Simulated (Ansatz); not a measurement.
Structure relaxation of Ni

All numbers below come from DFT PBEsol, scalar-relativistic, plane waves, PAW in Ansatz 0.2.0. Cutoff 420 eV, Γ-centred k mesh, Gaussian smearing, collinear spin, first started from parallel moments.

Ni was placed on the alpha-gallium structure type (Cmce, No. 64), at a guessed volume.

```
Ni
1.0
     1.87380   -3.17574    0.00000
     1.87380    3.17574    0.00000
     0.00000    0.00000    3.75258
Ni
4
Cartesian
  1.8738 2.2071 0.2946
  1.8738 -0.9686 1.5817
  1.8738 -2.2071 3.4580
  1.8738 0.9686 2.1709
```

Steps on the 6×6×4 mesh (4 atoms). 11 of 11 steps are shown, and the free energy counts from the last. Trial steps that were taken back and renewals of the plane-wave basis can be among the rows.

| step | ΔF (meV/atom) | V (Å³/atom) | P (GPa) | largest force component (eV/Å) |
| --- | --- | --- | --- | --- |
| 1 | 425.7 | 11.17 | 25.91 | 1.028 |
| 2 | 308.1 | 11.91 | 9.63 | 0.372 |
| 3 | 253.9 | 12.33 | 1.02 | 0.452 |
| 4 | 194.4 | 12.41 | -4.69 | 0.499 |
| 5 | 130.5 | 12.28 | -9.82 | 0.477 |
| 6 | 56.2 | 11.13 | 2.49 | 0.126 |
| 7 | 55.0 | 11.22 | 0.01 | 0.026 |
| 8 | 18.3 | 11.22 | 4.70 | 0.004 |
| 9 | 3.4 | 11.31 | 2.06 | 0.045 |
| 10 | 0.1 | 11.39 | 0.01 | 0.004 |
| 11 | 0.0 | 11.39 | 0.02 | 0.004 |

A final relaxation ran on a 32×32×32 mesh. The relaxed crystal, I4/mmm (No. 139):

```cif
data_structure
_symmetry_space_group_name_H-M 'I4/mmm'
_symmetry_Int_Tables_number 139
_cell_length_a 2.3817
_cell_length_b 2.3817
_cell_length_c 8.0218
_cell_angle_alpha 90.000
_cell_angle_beta 90.000
_cell_angle_gamma 90.000
_cell_volume 45.51
loop_
_atom_site_label
_atom_site_type_symbol
_atom_site_symmetry_multiplicity
_atom_site_Wyckoff_symbol
_atom_site_fract_x
_atom_site_fract_y
_atom_site_fract_z
_atom_site_occupancy
Ni1 Ni 4 e 0.00000 0.00000 0.14153 1
```

For Ni, the volume per atom is 11.38 Å³ and the density is 8.57 g/cm³. The energy over the standard structure is 0.38 eV/atom and the gap on the 32×32×32 mesh is 0 eV (a metal). The net moment per atom is 0.65 μB and the largest site moment is 0.69 μB.

Energies count from the standard state of Ni at the same level.

The final run used a 32×32×32 mesh on its 2-atom cell and 0.10 eV smearing. For metals, differences of a few meV/atom aren't resolved.

A structure relaxed within its symmetry needn't be a true minimum.